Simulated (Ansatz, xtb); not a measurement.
Ranking isomers of C4H8N2

4 gas-phase structures of C4H8N2, from a drawn sample of its isomers (lower ones may exist). Each was relaxed with GFN2-xTB; where two conformers were screened, the lower at r2SCAN-D4/def2-SVP is listed:

A. `C=C/C(N)=C\N`, a singlet
B. `[H]/N=C(\C=C)CN`, a singlet
C. `C=C/C(N)=C/N`, a singlet
D. `[H]/N=C/[C@H](N)C=C`, a singlet

Q: Make a reasoned guess at their ranking by r2SCAN-D4/def2-SVP single-point energy.

A: Calculated order at r2SCAN-D4/def2-SVP: C (0.0), A (4.0), B (6.2), D (14.0) kcal/mol.

Energies above the lowest of each column, in kcal/mol; the last columns are at B3LYP-D3(BJ)/def2-SVP geometries and were run for some of them only (a dash: not run or not comparable):

```tsv
structure	GFN2-xTB	HF/STO-3G	r2SCAN-D4/def2-SVP	B3LYP-D3(BJ)/def2-SVP	CCSD(T)/def2-SVP + ΔMP2/def2-TZVPP
C	0.0	7.9	0.0	0.0	0.0
A	1.2	10.3	4.0	4.9	3.9
B	3.8	0.0	6.2	5.6	1.5
D	10.2	7.3	14.0	–	–
```

CCSD(T)/def2-SVP + ΔMP2/def2-TZVPP puts C lowest of those it was run on; HF/STO-3G picks B. CCSD(T)/def2-SVP + ΔMP2/def2-TZVPP orders those it was run on as C (0.0), B (1.5), A (3.9) kcal/mol. Flexible structures stand in one conformer each, not always the lowest. Frequencies (GFN2-xTB) were run for A, B alone. ΔMP2 is the change of the MP2 energy from the smaller to the larger basis.

Over these structures GFN2-xTB departs from r2SCAN-D4/def2-SVP by 1.1 kcal/mol on average once a common shift is removed. A GFN2-xTB relaxation took about 0.26 s and the r2SCAN-D4/def2-SVP energy about 6.2 s on a shared host (Ansatz 0.2.0, xtb 6.7.1).
